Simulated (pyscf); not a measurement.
**Elimination: `[SiH3][SbH2]` -> `[SiH2]=[SbH]` + `[H][H]`**

Gas phase, singlet surface, charge 0. Bonds broken: Si1–H3, Sb2–H6. Bonds formed: H3–H6. Optimised with ωB97X-D3(BJ)/def2-SVP in PySCF.

Transition state (Å):

```xyz
7

Si     1.0243    -0.4746    -0.1701
Sb     1.7696     1.7918     0.4535
H      1.1973    -1.2722     1.3336
H     -0.3845    -0.9288    -0.3226
H      1.9932    -1.4016    -0.8117
H      1.5067    -0.3273     1.4219
H      0.1804     1.9768     1.0741
```

One imaginary mode, 1264i cm⁻¹; descent along it reached the two sides named.

```csv
bond,change,reactant side (Å),saddle,product side
Si1–H3,breaks,1.491,1.711,3.4
Sb2–H6,breaks,1.708,2.345,4.5
H3–H6,forms,3.4,0.998,0.761
```

Electronic energies relative to the reactant's lowest minimum found (kcal/mol):

```json
[
 {"level": "ωB97X-D3(BJ)/def2-TZVP", "barrier": "61.8", "reaction energy": "+34.0", "reverse barrier": "27.8"},
 {"level": "PBE/def2-TZVP", "barrier": "51.0", "reaction energy": "+27.9", "reverse barrier": "23.1"},
 {"level": "r²SCAN/def2-TZVP", "barrier": "54.1", "reaction energy": "+30.1", "reverse barrier": "24.0"},
 {"level": "B3LYP-D3(BJ)/def2-TZVP", "barrier": "57.1", "reaction energy": "+29.7", "reverse barrier": "27.4"},
 {"level": "PBE0-D3(BJ)/def2-TZVP", "barrier": "55.1", "reaction energy": "+32.2", "reverse barrier": "23.0"},
 {"level": "M06-2X/def2-TZVP", "barrier": "57.8", "reaction energy": "+30.6", "reverse barrier": "27.1"},
 {"level": "ωB97M-D3(BJ)/def2-TZVP", "barrier": "59.4", "reaction energy": "+33.0", "reverse barrier": "26.4"},
 {"level": "HF/def2-TZVP", "barrier": "72.6", "reaction energy": "+35.9", "reverse barrier": "36.7"}
]
```

With ωB97M-D3(BJ)/def2-TZVP energies and thermal terms (ideal gas, 1 atm, RRHO with modes under 100 cm⁻¹ raised to 100, one conformer, R ln 2 for chiral ones without a mode under 150 cm⁻¹), in kcal/mol:

```tsv
T (K)	ΔH‡	ΔG‡	ΔH	ΔG
298	57.7	57.9	+30.8	+22.9
600	57.2	58.3	+31.3	+14.7
900	56.8	59.0	+31.1	+6.4
1200	56.3	59.8	+30.4	-1.7
```

At the saddle there is also a short H–Si contact that neither side keeps. One saddle was located; it need not be the lowest between these sides. Elements past Kr carry the def2 core potentials, without spin-orbit coupling.
